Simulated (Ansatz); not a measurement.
`C=C(C)C=S` → `C=CC=S` + `[CH2]` (triplet) at 298.15 K and 1 bar (formal loss of a carbene).

Gas-phase electronic energies from Ansatz, PBE0-D4/def2-TZVP geometries. CCSD(T)/CBS is the MP2 limit (def2-TZVPP, def2-QZVPP) plus CCSD(T) − MP2 in def2-TZVPP, frozen cores. This one scheme is used for every species. Triplets are unrestricted, without spin–orbit coupling. One conformer a species, not always the lowest.

| species | CCSD(T)/CBS energy (Eh) | H − E (kJ/mol) | S (J/(mol·K)) |
| --- | --- | --- | --- |
| `C=C(C)C=S` | -553.55954 | 248.2 | 319.0 |
| `C=CC=S` | -514.29239 | 170.9 | 289.1 |
| `[CH2]` (triplet) | -39.09499 | 55.4 | 195.3 |

H − E and S are ideal-gas, rigid-rotor, harmonic terms from PBE0-D4/def2-TZVP, for one conformer and one mirror image of each species, with the whole ground term of open shells counted as degenerate. 1 Eh = 2625.50 kJ/mol, R = 8.31446 J/(mol·K).

**Question.** By hand: ΔE, ΔH, ΔS and ΔG.

**Answer.** ΔE = (-514.29239) + (-39.09499) − (-553.55954) = 0.17216 Eh = 452.0 kJ/mol. Δ(H − E) = 170.9 + 55.4 − 248.2 = -21.9, so ΔH = 430.1 kJ/mol. ΔS = 289.1 + 195.3 − 319.0 = 165.4 J/(mol·K). ΔG = 430.1 − 298.15 × (165.4)/1000 = 380.8 kJ/mol.

**Question.** By hand: the equilibrium constant, and the temperature at which ΔG would vanish if ΔH and ΔS stayed fixed.

**Answer.** log₁₀ K = −ΔG/(RT ln 10) = -66.7. ΔG = 0 at ΔH/ΔS = 2600 K, far beyond where these terms or the molecules hold.

The number of gas molecules changes by +1, which sets the sign of ΔS. A doubt of 5 kJ/mol in ΔE shifts log₁₀ K by 0.9 here. Other conformers and mirror images would add mixing entropy, several J/(mol·K) or more a flexible species. A triplet takes part, so the spin changes. These are equilibria of isolated gas molecules and say nothing of rates. Largest T1 diagnostic: 0.016 (customary marks: 0.02 for closed shells, 0.045 for open ones).
